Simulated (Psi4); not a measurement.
Psi4 input (wB97X-D/6-31G*):

```
memory 1500 MB

molecule {
1 2
C     0.00214948    0.86797098    0.00149051
C     0.75058129   -0.43583539   -0.00746307
C    -0.75273077   -0.43213559    0.00597256
H     0.01171755    1.45362880    0.91078734
H    -0.00451006    1.45678848   -0.90578946
H     1.25028356   -0.72912596   -0.92080071
H     1.26651116   -0.73228564    0.89577609
H    -1.25388730   -0.72608269    0.91830178
H    -1.27011491   -0.72292301   -0.89827503
symmetry c1
no_reorient
no_com
}

set {
  basis 6-31G*
  reference uks
  scf_type pk
  dft_radial_points 99
  dft_spherical_points 590
  e_convergence 1e-8
  d_convergence 1e-7
  maxiter 150
}

e = energy('wb97x-d')
print_out(f'\nFINAL {e:.10f} DIPOLE {variable("CURRENT DIPOLE")[0]:.6f} {variable("CURRENT DIPOLE")[1]:.6f} {variable("CURRENT DIPOLE")[2]:.6f}\n')
```

From the last part of the output:

```
              A
    DOCC [    11 ]
    SOCC [     1 ]
    NA   [    12 ]
    NB   [    11 ]

  @UKS Final Energy:  -117.46435035387486

   => Energetics <=

    Nuclear Repulsion Energy =             75.8926162815639742
    One-Electron Energy =                -300.1072770197253021
    Two-Electron Energy =                 119.1194843328965334
    DFT Exchange-Correlation Energy =     -12.3667660069147445
    Empirical Dispersion Energy =          -0.0024079416953098
    VV10 Nonlocal Energy =                  0.0000000000000000
    Total Energy =                       -117.4643503538748632

  UHF NO Occupations:
  HONO-2 :   10  A 1.9996618
  HONO-1 :   11  A 1.9979928
  HONO-0 :   12  A 1.0000000
  LUNO+0 :   13  A 0.0020072
  LUNO+1 :   14  A 0.0003382
  LUNO+2 :   15  A 0.0001445
  LUNO+3 :   16  A 0.0001351

Computation Completed

Properties will be evaluated at   0.000000,   0.000000,   0.000000 [a0]

Properties computed using the SCF density matrix

 Multipole Moments:

 ------------------------------------------------------------------------------------
     Multipole            Electronic (a.u.)      Nuclear  (a.u.)        Total (a.u.)
 ------------------------------------------------------------------------------------

 L = 1.  Multiply by 2.5417464519 to convert [e a0] to [Debye]
 Dipole X            :         -0.1680574           -0.0000000           -0.1680574
 Dipole Y            :          0.0928156           -0.0000000            0.0928156
 Dipole Z            :          0.0016627            0.0000000            0.0016627
 Magnitude           :                                                    0.1919917

 ------------------------------------------------------------------------------------

FINAL -117.4643503539 DIPOLE -0.168057 0.092816 0.001663

*** Psi4 exiting successfully. Buy a developer a beer!
```

The dipole moment of an ion depends on the origin.
